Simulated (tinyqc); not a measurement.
Worked calculation: RKS/BP86 in the sto-3g basis, for OH-, spin multiplicity 1. The basis has no diffuse functions, so it cannot describe the extra electron: this is an exercise in the method, not the real anion. Computed by tinyqc, a small Python program that keeps every step (integrals from PySCF). Settings: charge = -1, multiplicity = 1, basis = sto-3g, energy threshold = 1e-09, iteration cap = 56, orthogonalisation = symmetric, start = random, DIIS depth = 4, method = RKS, functional = b88,p86, grid = [15, 86]. Command: `OMP_NUM_THREADS=1 python tinyqc.py 22352 22353 out.jsonl` (the two numbers bound the seeds that draw the settings). One thread of a shared host (Intel(R) Xeon(R) Processor @ 2.60GHz), about 0.7 s of CPU time with the checks. Later iterations appear only in the table of the cycle.

## One-electron integrals

Geometry (angstrom):
```
atom        x        y        z
O     0.00000  0.00000  0.00000
H     0.00000  0.00000  1.00400
```

Basis sto-3g: exponents (1/bohr^2) and contraction coefficients of normalised primitives:
```
element  l (shell)   exponent  coefficient
O            s (1)  130.70932      0.15433
O            s (1)   23.80886      0.53533
O            s (1)    6.44361      0.44463
O            s (2)    5.03315     -0.09997
O            s (2)    1.16960      0.39951
O            s (2)    0.38039      0.70012
O            p (3)    5.03315      0.15592
O            p (3)    1.16960      0.60768
O            p (3)    0.38039      0.39196
H            s (1)    3.42525      0.15433
H            s (1)    0.62391      0.53533
H            s (1)    0.16886      0.44463
```

Overlap, kinetic and nuclear-attraction integrals over the contracted functions; the nuclear repulsion is the sum of Za Zb / Rab.

nuclear repulsion = 4.2165515 hartree

overlap S:
```
          1O 1s    1O 2s   1O 2px   1O 2py   1O 2pz    2H 1s
1O 1s   1.00000  0.23670  0.00000  0.00000  0.00000  0.04829
1O 2s   0.23670  1.00000  0.00000  0.00000  0.00000  0.44461
1O 2px  0.00000  0.00000  1.00000  0.00000  0.00000  0.00000
1O 2py  0.00000  0.00000  0.00000  1.00000  0.00000  0.00000
1O 2pz  0.00000  0.00000  0.00000  0.00000  1.00000  0.37675
2H 1s   0.04829  0.44461  0.00000  0.00000  0.37675  1.00000
```

kinetic energy T (hartree):
```
           1O 1s     1O 2s   1O 2px   1O 2py   1O 2pz     2H 1s
1O 1s   29.00320  -0.16801  0.00000  0.00000  0.00000  -0.00532
1O 2s   -0.16801   0.80813  0.00000  0.00000  0.00000   0.10729
1O 2px   0.00000   0.00000  2.52873  0.00000  0.00000   0.00000
1O 2py   0.00000   0.00000  0.00000  2.52873  0.00000   0.00000
1O 2pz   0.00000   0.00000  0.00000  0.00000  2.52873   0.24953
2H 1s   -0.00532   0.10729  0.00000  0.00000  0.24953   0.76003
```

nuclear attraction V (hartree):
```
            1O 1s     1O 2s    1O 2px    1O 2py    1O 2pz     2H 1s
1O 1s   -61.14552  -7.30784   0.00000   0.00000  -0.01411  -1.53252
1O 2s    -7.30784  -9.57381   0.00000   0.00000  -0.16857  -3.35998
1O 2px    0.00000   0.00000  -9.46356   0.00000   0.00000   0.00000
1O 2py    0.00000   0.00000   0.00000  -9.46356   0.00000   0.00000
1O 2pz   -0.01411  -0.16857   0.00000   0.00000  -9.57566  -2.57172
2H 1s    -1.53252  -3.35998   0.00000   0.00000  -2.57172  -5.31560
```

core Hamiltonian H = T + V (hartree):
```
            1O 1s     1O 2s    1O 2px    1O 2py    1O 2pz     2H 1s
1O 1s   -32.14232  -7.47585   0.00000   0.00000  -0.01411  -1.53784
1O 2s    -7.47585  -8.76568   0.00000   0.00000  -0.16857  -3.25269
1O 2px    0.00000   0.00000  -6.93483   0.00000   0.00000   0.00000
1O 2py    0.00000   0.00000   0.00000  -6.93483   0.00000   0.00000
1O 2pz   -0.01411  -0.16857   0.00000   0.00000  -7.04693  -2.32219
2H 1s    -1.53784  -3.25269   0.00000   0.00000  -2.32219  -4.55557
```

## Two-electron integrals

Functions are numbered as in S; the eight-fold symmetry (ij|kl) = (ji|kl) = (kl|ij) leaves the list below.

Two-electron integrals (ij|kl) in chemists' order, unique and non-zero (hartree):
```
(11|11) 4.78507   (21|11) 0.74138   (21|21) 0.13687   (22|11) 1.11895
(22|21) 0.25663   (22|22) 0.81721   (31|31) 0.02448   (32|31) 0.03781
(32|32) 0.18052   (33|11) 1.11581   (33|21) 0.25668   (33|22) 0.81702
(33|33) 0.88016   (41|41) 0.02448   (42|41) 0.03781   (42|42) 0.18052
(43|43) 0.04744   (44|11) 1.11581   (44|21) 0.25668   (44|22) 0.81702
(44|33) 0.78527   (44|44) 0.88016   (51|51) 0.02448   (52|51) 0.03781
(52|52) 0.18052   (53|53) 0.04744   (54|54) 0.04744   (55|11) 1.11581
(55|21) 0.25668   (55|22) 0.81702   (55|33) 0.78527   (55|44) 0.78527
(55|55) 0.88016   (61|11) 0.15348   (61|21) 0.02810   (61|22) 0.05234
(61|33) 0.05224   (61|44) 0.05224   (61|51) 0.00130   (61|52) 0.00243
(61|55) 0.05255   (61|61) 0.00584   (62|11) 0.37206   (62|21) 0.08640
(62|22) 0.30445   (62|33) 0.29929   (62|44) 0.29929   (62|51) 0.00648
(62|52) 0.04946   (62|55) 0.31449   (62|61) 0.01808   (62|62) 0.14024
(63|31) 0.00906   (63|32) 0.05266   (63|53) 0.01029   (63|63) 0.02002
(64|41) 0.00906   (64|42) 0.05266   (64|54) 0.01029   (64|64) 0.02002
(65|11) 0.26738   (65|21) 0.06289   (65|22) 0.23666   (65|33) 0.22591
(65|44) 0.22591   (65|51) 0.01319   (65|52) 0.08909   (65|55) 0.25789
(65|61) 0.01374   (65|62) 0.13241   (65|65) 0.14361   (66|11) 0.51053
(66|21) 0.12048   (66|22) 0.48673   (66|33) 0.46703   (66|44) 0.46703
(66|51) 0.01175   (66|52) 0.12343   (66|55) 0.52553   (66|61) 0.02544
(66|62) 0.28173   (66|65) 0.30370   (66|66) 0.77461
```

## Orthogonalisation

S = U s U^T; symmetric (Loewdin) form X = U s^(-1/2) U^T, so that X^T S X = 1.

eigenvalues of S: 0.40096  0.83954  1.00000  1.00000  1.13181  1.62768

X:
```
           1O 1s     1O 2s   1O 2px   1O 2py    1O 2pz     2H 1s
1O 1s    1.02306  -0.13277  0.00000  0.00000  -0.00832   0.02316
1O 2s   -0.13277   1.12640  0.00000  0.00000   0.08666  -0.29324
1O 2px   0.00000   0.00000  1.00000  0.00000   0.00000   0.00000
1O 2py   0.00000   0.00000  0.00000  1.00000   0.00000   0.00000
1O 2pz  -0.00832   0.08666  0.00000  0.00000   1.07188  -0.24405
2H 1s    0.02316  -0.29324  0.00000  0.00000  -0.24405   1.17307
```

## Starting guess

The start is random orthonormal orbitals; D = 2 C_occ C_occ^T.

D at the start:
```
           1O 1s     1O 2s    1O 2px    1O 2py    1O 2pz     2H 1s
1O 1s    1.21598   0.50736  -0.53981  -0.11917   0.17471  -0.78639
1O 2s    0.50736   1.45211   0.64575   0.14256   0.23455  -0.23658
1O 2px  -0.53981   0.64575   1.68112  -0.07040   0.14408  -0.57304
1O 2py  -0.11917   0.14256  -0.07040   1.98446   0.03181  -0.12651
1O 2pz   0.17471   0.23455   0.14408   0.03181   2.36701  -0.88803
2H 1s   -0.78639  -0.23658  -0.57304  -0.12651  -0.88803   2.01459
```

## Iteration 1: exchange-correlation on the grid

Becke grid with 15 radial and 86 angular points per atom, points of zero weight dropped. rho = sum D_ij phi_i phi_j; V_xc,ij = sum w v_xc phi_i phi_j plus the gradient terms; v_xc is d(rho eps)/d rho at fixed gradient.

The 8 grid points with the largest w rho, of 2570 (bohr, atomic units):
```
x               y        z        w      rho  |grad rho|^2    eps_xc      v_xc
0.83460   0.00000  0.33682  0.04320  0.73610       2.61524  -0.74528  -0.95016
0.51962   0.51962  0.51962  0.04308  0.73758       2.74017  -0.74622  -0.95011
0.62492   0.62492  0.17016  0.04359  0.72282       2.44031  -0.74079  -0.94506
0.62492   0.17016  0.62492  0.04198  0.74136       2.89565  -0.74792  -0.95096
0.51962  -0.51962  0.51962  0.04308  0.71898       2.56928  -0.74029  -0.94248
0.62492  -0.17016  0.62492  0.04198  0.73713       2.84078  -0.74653  -0.94932
0.83460   0.33682  0.00000  0.04339  0.71221       2.32458  -0.73726  -0.94082
0.83460  -0.33682  0.00000  0.04339  0.71103       2.31604  -0.73688  -0.94032
```

electrons on the grid, sum of w rho = 10.00191

E_xc = sum of w rho eps_xc = -8.0683025 hartree

V_xc (hartree):
```
           1O 1s     1O 2s    1O 2px    1O 2py    1O 2pz     2H 1s
1O 1s   -2.76980  -0.40314   0.00622   0.00137  -0.00416  -0.08409
1O 2s   -0.40314  -0.82571  -0.02782  -0.00614  -0.01062  -0.30333
1O 2px   0.00622  -0.02782  -0.80394   0.00378  -0.00157  -0.00649
1O 2py   0.00137  -0.00614   0.00378  -0.82022  -0.00035  -0.00143
1O 2pz  -0.00416  -0.01062  -0.00157  -0.00035  -0.83908  -0.24714
2H 1s   -0.08409  -0.30333  -0.00649  -0.00143  -0.24714  -0.55207
```

## Iteration 1: building the Kohn-Sham matrix

J_ij = sum D_kl (ij|kl); F = H + J + V_xc; E = tr D H + tr D J / 2 + E_xc + E_nn.

Coulomb J (hartree):
```
           1O 1s    1O 2s    1O 2px    1O 2py   1O 2pz    2H 1s
1O 1s   15.06307  3.00746   0.01202   0.00265  0.02142  0.61767
1O 2s    3.00746  8.07032   0.13197   0.02913  0.16111  3.08672
1O 2px   0.01202  0.13197   8.01626  -0.00668  0.00188  0.03825
1O 2py   0.00265  0.02913  -0.00668   8.04504  0.00042  0.00844
1O 2pz   0.02142  0.16111   0.00188   0.00042  8.13473  2.49003
2H 1s    0.61767  3.08672   0.03825   0.00844  2.49003  5.31549
```

Kohn-Sham matrix F (hartree):
```
            1O 1s     1O 2s    1O 2px    1O 2py    1O 2pz     2H 1s
1O 1s   -19.84905  -4.87153   0.01824   0.00403   0.00315  -1.00427
1O 2s    -4.87153  -1.52107   0.10415   0.02299  -0.01809  -0.46930
1O 2px    0.01824   0.10415   0.27750  -0.00290   0.00031   0.03176
1O 2py    0.00403   0.02299  -0.00290   0.29000   0.00007   0.00701
1O 2pz    0.00315  -0.01809   0.00031   0.00007   0.24872  -0.07930
2H 1s    -1.00427  -0.46930   0.03176   0.00701  -0.07930   0.20786
```

total energy of this density = -63.6098298 hartree

## Iteration 1: diagonalisation and new density

Diagonalise F' = X^T F X, C = X C', fill 5 alpha and 5 beta electrons from the bottom; D = 2 C_occ C_occ^T. Each column has its largest component positive (the first on a tie).

F' = X^T F X (hartree):
```
           1         2         3         4         5         6
1  -19.52328  -2.50354   0.00557   0.00123  -0.01541  -0.17672
2   -2.50354  -0.57071   0.10561   0.02331   0.07942  -0.33550
3    0.00557   0.10561   0.27750  -0.00290   0.00145   0.00706
4    0.00123   0.02331  -0.00290   0.29000   0.00032   0.00156
5   -0.01541   0.07942   0.00145   0.00032   0.34621  -0.26785
6   -0.17672  -0.33550   0.00706   0.00156  -0.26785   0.53665
```

orbital energies (hartree): MO1 -19.85078, MO2 -0.36981, MO3 0.17741, MO4 0.29064, MO5 0.29404, MO6 0.81486

coefficients C:
```
             MO1       MO2       MO3       MO4       MO5       MO6
1O 1s    0.99759  -0.24211   0.04166   0.00000  -0.03912   0.08848
1O 2s    0.01049   0.96414  -0.25366  -0.00001   0.15942  -0.60037
1O 2px  -0.00095  -0.15348   0.12414  -0.21562   0.95524  -0.04528
1O 2py  -0.00021  -0.03388   0.02741   0.97648   0.21093  -0.01000
1O 2pz   0.00072   0.01959   0.77687   0.00001  -0.13435  -0.77078
2H 1s   -0.00236   0.10224   0.41166   0.00000   0.01784   1.15842
```

D after iteration 1:
```
           1O 1s     1O 2s    1O 2px    1O 2py    1O 2pz     2H 1s
1O 1s    2.11413  -0.47955   0.00801   0.00177   0.06720  -0.02132
1O 2s   -0.47955   2.03889  -0.05438  -0.01200  -0.39918  -0.00605
1O 2px   0.00801  -0.05438   1.99590  -0.00091  -0.06981   0.10492
1O 2py   0.00177  -0.01200  -0.00091   1.99980  -0.01541   0.02316
1O 2pz   0.06720  -0.39918  -0.06981  -0.01541   1.24392   0.63882
2H 1s   -0.02132  -0.00605   0.10492   0.02316   0.63882   0.36048
```

## Iteration 2: exchange-correlation on the grid

As before.

The 8 grid points with the largest w rho, of 2570 (bohr, atomic units):
```
x                y         z        w      rho  |grad rho|^2    eps_xc      v_xc
-0.62492  -0.62492  -0.17016  0.04364  0.69985       2.19871  -0.73312  -0.93580
-0.62492   0.62492  -0.17016  0.04364  0.69889       2.18993  -0.73279  -0.93540
0.62492   -0.62492  -0.17016  0.04364  0.69392       2.15135  -0.73117  -0.93329
-0.83460  -0.33682   0.00000  0.04339  0.69636       2.17268  -0.73198  -0.93431
0.62492    0.62492  -0.17016  0.04364  0.69207       2.13831  -0.73056  -0.93249
0.83460    0.00000  -0.33682  0.04340  0.69496       2.16137  -0.73152  -0.93372
0.00000    0.83460  -0.33682  0.04340  0.69495       2.16749  -0.73154  -0.93367
-0.83460   0.33682   0.00000  0.04339  0.69498       2.16283  -0.73153  -0.93372
```

electrons on the grid, sum of w rho = 10.00326

E_xc = sum of w rho eps_xc = -9.8575468 hartree

V_xc (hartree):
```
           1O 1s     1O 2s    1O 2px    1O 2py    1O 2pz     2H 1s
1O 1s   -3.12973  -0.42997   0.00033   0.00007   0.00250  -0.08949
1O 2s   -0.42997  -0.83062   0.00171   0.00038   0.00461  -0.29352
1O 2px   0.00033   0.00171  -0.82883   0.00004   0.00236   0.00052
1O 2py   0.00007   0.00038   0.00004  -0.82902   0.00052   0.00012
1O 2pz   0.00250   0.00461   0.00236   0.00052  -0.81417  -0.22601
2H 1s   -0.08949  -0.29352   0.00052   0.00012  -0.22601  -0.45953
```

## Iteration 2: building the Kohn-Sham matrix

As before.

Coulomb J (hartree):
```
           1O 1s     1O 2s    1O 2px    1O 2py    1O 2pz     2H 1s
1O 1s   18.04765   3.42582  -0.00182  -0.00040  -0.00594   0.70282
1O 2s    3.42582   8.53845  -0.00798  -0.00176   0.01857   3.14118
1O 2px  -0.00182  -0.00798   8.53366  -0.00009  -0.00447  -0.00282
1O 2py  -0.00040  -0.00176  -0.00009   8.53403  -0.00099  -0.00062
1O 2pz  -0.00594   0.01857  -0.00447  -0.00099   8.52405   2.43238
2H 1s    0.70282   3.14118  -0.00282  -0.00062   2.43238   5.04176
```

Kohn-Sham matrix F (hartree):
```
            1O 1s     1O 2s    1O 2px    1O 2py    1O 2pz     2H 1s
1O 1s   -17.22440  -4.48001  -0.00149  -0.00033  -0.01755  -0.92452
1O 2s    -4.48001  -1.05785  -0.00627  -0.00138  -0.14539  -0.40503
1O 2px   -0.00149  -0.00627   0.77000  -0.00004  -0.00211  -0.00229
1O 2py   -0.00033  -0.00138  -0.00004   0.77018  -0.00046  -0.00051
1O 2pz   -0.01755  -0.14539  -0.00211  -0.00046   0.66294  -0.11582
2H 1s    -0.92452  -0.40503  -0.00229  -0.00051  -0.11582   0.02666
```

total energy of this density = -74.2317085 hartree

## Iteration 2: DIIS over 2 matrices

error matrix X^T (FDS - SDF) X:
```
          1         2         3         4         5         6
1   0.00000   0.06148   0.01068   0.00236   0.10325  -0.19529
2  -0.06148   0.00000  -0.00719  -0.00159   0.09454   0.16993
3  -0.01068   0.00719   0.00000   0.00000   0.02850   0.00668
4  -0.00236   0.00159   0.00000   0.00000   0.00629   0.00147
5  -0.10325  -0.09454  -0.02850  -0.00629   0.00000   0.58570
6   0.19529  -0.16993  -0.00668  -0.00147  -0.58570   0.00000
```

B (overlaps of the stored error matrices):
```
                1               2
1   6.3006402e+02  -4.7681927e+00
2  -4.7681927e+00   8.6901145e-01
```

Minimise |sum c_i e_i|^2 with sum c_i = 1: solve [B -1; -1 0][c; lambda] = [0; -1] with B_ij = tr e_i^T e_j, and take F = sum c_i F_i.

DIIS coefficients: 0.00880  0.99120

extrapolated F (hartree):
```
            1O 1s     1O 2s    1O 2px    1O 2py    1O 2pz     2H 1s
1O 1s   -17.24750  -4.48345  -0.00132  -0.00029  -0.01736  -0.92522
1O 2s    -4.48345  -1.06193  -0.00529  -0.00117  -0.14427  -0.40559
1O 2px   -0.00132  -0.00529   0.76567  -0.00007  -0.00208  -0.00199
1O 2py   -0.00029  -0.00117  -0.00007   0.76596  -0.00046  -0.00044
1O 2pz   -0.01736  -0.14427  -0.00208  -0.00046   0.65930  -0.11550
2H 1s    -0.92522  -0.40559  -0.00199  -0.00044  -0.11550   0.02826
```

## Iteration 2: diagonalisation and new density

As before.

F' = X^T F X (hartree):
```
           1         2         3         4         5         6
1  -16.89430  -2.48979  -0.00067  -0.00015  -0.03364  -0.13301
2   -2.48979  -0.12899  -0.00538  -0.00119  -0.01031  -0.30910
3   -0.00067  -0.00538   0.76567  -0.00007  -0.00219  -0.00031
4   -0.00015  -0.00119  -0.00007   0.76596  -0.00048  -0.00007
5   -0.03364  -0.01031  -0.00219  -0.00048   0.80379  -0.33036
6   -0.13301  -0.30910  -0.00031  -0.00007  -0.33036   0.31293
```

orbital energies (hartree): MO1 -17.25809, MO2 -0.07749, MO3 0.43627, MO4 0.76567, MO5 0.76597, MO6 0.99272

coefficients C:
```
             MO1       MO2       MO3       MO4       MO5       MO6
1O 1s    0.99344  -0.17641  -0.20635   0.00177   0.00000  -0.06532
1O 2s    0.02807   0.56016   0.94230  -0.00574   0.00000   0.42115
1O 2px   0.00008   0.00501   0.00820   0.97637  -0.21558  -0.01173
1O 2py   0.00002   0.00111   0.00181   0.21555   0.97649  -0.00259
1O 2pz   0.00405   0.17225  -0.29209   0.01417   0.00000   1.04921
2H 1s   -0.00802   0.56948  -0.70579  -0.00704   0.00000  -0.83643
```

D after iteration 2:
```
           1O 1s     1O 2s    1O 2px    1O 2py    1O 2pz     2H 1s
1O 1s    2.12126  -0.53078  -0.00153  -0.00034   0.06786   0.07441
1O 2s   -0.53078   2.40506   0.00988   0.00218  -0.35742  -0.69251
1O 2px  -0.00153   0.00988   1.99973  -0.00006   0.02461  -0.01962
1O 2py  -0.00034   0.00218  -0.00006   1.99999   0.00543  -0.00433
1O 2pz   0.06786  -0.35742   0.02461   0.00543   0.23041   0.60823
2H 1s    0.07441  -0.69251  -0.01962  -0.00433   0.60823   1.64514
```

## Iteration 8 (converged): orbitals

converged F (hartree):
```
            1O 1s     1O 2s   1O 2px   1O 2py    1O 2pz     2H 1s
1O 1s   -17.59489  -4.55979  0.00000  0.00000  -0.01536  -0.94062
1O 2s    -4.55979  -1.24570  0.00000  0.00000  -0.10144  -0.43643
1O 2px    0.00000   0.00000  0.58090  0.00000   0.00000   0.00000
1O 2py    0.00000   0.00000  0.00000  0.58090   0.00000   0.00000
1O 2pz   -0.01536  -0.10144  0.00000  0.00000   0.47810  -0.11023
2H 1s    -0.94062  -0.43643  0.00000  0.00000  -0.11023   0.10215
```

As before.

F' = X^T F X (hartree):
```
           1         2        3        4         5         6
1  -17.24086  -2.50283  0.00000  0.00000  -0.03522  -0.13620
2   -2.50283  -0.31323  0.00000  0.00000   0.02012  -0.32665
3    0.00000   0.00000  0.58090  0.00000   0.00000   0.00000
4    0.00000   0.00000  0.00000  0.58090   0.00000   0.00000
5   -0.03522   0.02012  0.00000  0.00000   0.60512  -0.31219
6   -0.13620  -0.32665  0.00000  0.00000  -0.31219   0.41234
```

orbital energies (hartree): MO1 -17.60506, MO2 -0.14969, MO3 0.32962, MO4 0.58090, MO5 0.58090, MO6 0.88850

coefficients C:
```
             MO1       MO2       MO3      MO4       MO5       MO6
1O 1s    0.99361  -0.22081  -0.14648  0.00000   0.00000   0.08618
1O 2s    0.02737   0.77749   0.69706  0.00000   0.00000  -0.53736
1O 2px   0.00000   0.00000   0.00000  0.97649  -0.21557   0.00000
1O 2py   0.00000   0.00000   0.00000  0.21557   0.97649   0.00000
1O 2pz   0.00379   0.15074  -0.52797  0.00000   0.00000  -0.95633
2H 1s   -0.00774   0.35574  -0.62646  0.00000   0.00000   1.00156
```

D after iteration 8:
```
           1O 1s     1O 2s   1O 2px   1O 2py    1O 2pz     2H 1s
1O 1s    2.11494  -0.49317  0.00000  0.00000   0.09563   0.01104
1O 2s   -0.49317   2.18227  0.00000  0.00000  -0.50146  -0.32062
1O 2px   0.00000   0.00000  2.00000  0.00000   0.00000   0.00000
1O 2py   0.00000   0.00000  0.00000  2.00000   0.00000   0.00000
1O 2pz   0.09563  -0.50146  0.00000  0.00000   0.60298   0.76869
2H 1s    0.01104  -0.32062  0.00000  0.00000   0.76869   1.03812
```

Within a degenerate level the vectors are fixed only up to a rotation; this is one choice.

## Convergence

Stop when the energy changes by less than 1e-09 hartree and every element of the error matrix X^T (F D S - S D F) X is below 9e-06.

Course of the cycle:
```
iteration  E (hartree)     change  largest element of the error matrix
1          -63.6098298          -                             1.21e+01
2          -74.2317085  -1.06e+01                             5.86e-01
3          -74.3162397  -8.45e-02                             4.05e-01
4          -74.4082617  -9.20e-02                             2.67e-02
5          -74.4090040  -7.42e-04                             2.36e-03
6          -74.4090068  -2.86e-06                             1.68e-04
7          -74.4090068  -1.31e-08                             2.05e-06
8          -74.4090068  -2.40e-12                             6.45e-08
```

PySCF RKS in the same basis, fine grid = -74.3965014 hartree

Converged in 8 iterations. The coarse grid moves the energy by -1.25e-02 hartree.

## Populations, bond orders and dipole

Mulliken: Z minus the diagonal of D S on the atom; Loewdin: the same with S^(1/2) D S^(1/2); Mayer order: 2 sum_s sum (D(s) S)_ij (D(s) S)_ji over the two atoms.

Charges (e):
```
atom  Mulliken   Loewdin
1O    -0.81430  -0.81756
2H    -0.18570  -0.18244
```

Mayer bond orders:
```
pair    order
2-1   0.96552
```

dipole moment about the origin, x y z (debye): 0.00000  0.00000  -0.32494
